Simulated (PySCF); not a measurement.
**Vibration and rotation of AlH⁺**

UHF-CCSD(T) constants of AlH⁺, ²Σ⁺ (doublet), unpaired electrons σ ↑ (PySCF, spin-free X2C with a Gaussian nucleus, basis sets Al x2c-SVPall, H x2c-SVPall; masses 26.9815 and 1.0078 u):

```
ωe              : 1683.5 cm⁻¹
ωexe            : 73.4 cm⁻¹
Be              : 6.6741 cm⁻¹
αe              : 0.313 cm⁻¹
D (centrifugal) : 0.000420 cm⁻¹
De to Al⁺ + H   : 0.68 eV
```

Task: Give the vibrational terms G(v) and spacings up to v = 2.

Result: G(v) = ωe(v+½) − ωexe(v+½)².

```json
{"v": "0", "G(v) (cm⁻¹)": "823", "G(v) − G(v−1)": "", "Bv (cm⁻¹)": "6.518"}
{"v": "1", "G(v) (cm⁻¹)": "2360", "G(v) − G(v−1)": "1537", "Bv (cm⁻¹)": "6.205"}
{"v": "2", "G(v) (cm⁻¹)": "3750", "G(v) − G(v−1)": "1390", "Bv (cm⁻¹)": "5.892"}
```

Task: How well does the Morse estimate ωe²/(4ωexe) reproduce De, and what is D0?

Result: It gives 1.20 eV, 176 % of the computed De. D0 = De − G(0) = 0.68 − 0.10 = 0.58 eV.

Correlated steps freeze 5 core orbitals. Correlated levels converge slowly with the basis: in double zeta they bind strong bonds too weakly, by up to about 1 eV, and carry superposition errors of some tenths. For an ion De counts to the pair picked by the measured ionisation energies or electron affinities, which need not be the lowest pair at this level. The state was picked by a PBE0 search and need not be the measured ground state.
